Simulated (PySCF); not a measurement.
**Orbital picture of CS⁺**

M06-L at R = 1.495 Å; PySCF, no relativity, basis sets C aug-pcseg-1, S aug-pcseg-1. State: ²Σ⁺ (doublet), unpaired electrons σ ↑. Only the outer orbitals are listed, counted within each symmetry.

```json
{"spin": "α", "orbital": "5σ", "occ.": "1", "ε (eV)": "-30.79", "on C (%)": "43", "main shells (%)": "49 S s, 36 C s"}
{"spin": "α", "orbital": "6σ", "occ.": "1", "ε (eV)": "-22.34", "on C (%)": "49", "main shells (%)": "46 C s, 40 S s, 12 S p"}
{"spin": "α", "orbital": "7σ", "occ.": "1", "ε (eV)": "-18.10", "on C (%)": "64", "main shells (%)": "48 C p, 31 S p, 15 C s"}
{"spin": "α", "orbital": "2π", "occ.": "1", "ε (eV)": "-17.71", "on C (%)": "56", "main shells (%)": "53 C p, 44 S p"}
{"spin": "α", "orbital": "2π", "occ.": "1", "ε (eV)": "-17.71", "on C (%)": "56", "main shells (%)": "53 C p, 44 S p"}
{"spin": "α", "orbital": "3π", "occ.": "0", "ε (eV)": "-11.70", "on C (%)": "47", "main shells (%)": "52 S p, 51 C p"}
{"spin": "α", "orbital": "3π", "occ.": "0", "ε (eV)": "-11.70", "on C (%)": "47", "main shells (%)": "52 S p, 51 C p"}
{"spin": "β", "orbital": "5σ", "occ.": "1", "ε (eV)": "-30.38", "on C (%)": "35", "main shells (%)": "58 S s, 26 C s, 9 C p"}
{"spin": "β", "orbital": "6σ", "occ.": "1", "ε (eV)": "-21.30", "on C (%)": "31", "main shells (%)": "38 S s, 31 C s, 30 S p"}
{"spin": "β", "orbital": "2π", "occ.": "1", "ε (eV)": "-17.41", "on C (%)": "39", "main shells (%)": "60 S p, 36 C p"}
{"spin": "β", "orbital": "2π", "occ.": "1", "ε (eV)": "-17.41", "on C (%)": "39", "main shells (%)": "60 S p, 36 C p"}
{"spin": "β", "orbital": "7σ", "occ.": "0", "ε (eV)": "-13.82", "on C (%)": "82", "main shells (%)": "42 C s, 40 C p, 16 S p"}
{"spin": "β", "orbital": "3π", "occ.": "0", "ε (eV)": "-10.78", "on C (%)": "62", "main shells (%)": "66 C p, 36 S p"}
{"spin": "β", "orbital": "3π", "occ.": "0", "ε (eV)": "-10.78", "on C (%)": "62", "main shells (%)": "66 C p, 36 S p"}
```

Q: Which are the highest filled and the lowest empty level, where do they sit, and how wide is the gap?

A: Highest filled β 2π at -17.41 eV (in %: 60 S p, 36 C p); lowest empty β 7σ at -13.82 eV (in %: 42 C s, 40 C p, 16 S p); the gap at M06-L is 3.59 eV.

The bond order (Mayer) is 2.65 and the ⟨S²⟩ is 0.800. The charge on C (Mulliken, basis-dependent) is -0.12, the charge on C (Löwdin, basis-dependent) is -0.06 and the dipole moment (positive dipole points towards S; it is taken about the centre of mass and depends on that origin) is -0.65 D.

The state was picked by a PBE0 search and need not be the measured ground state.
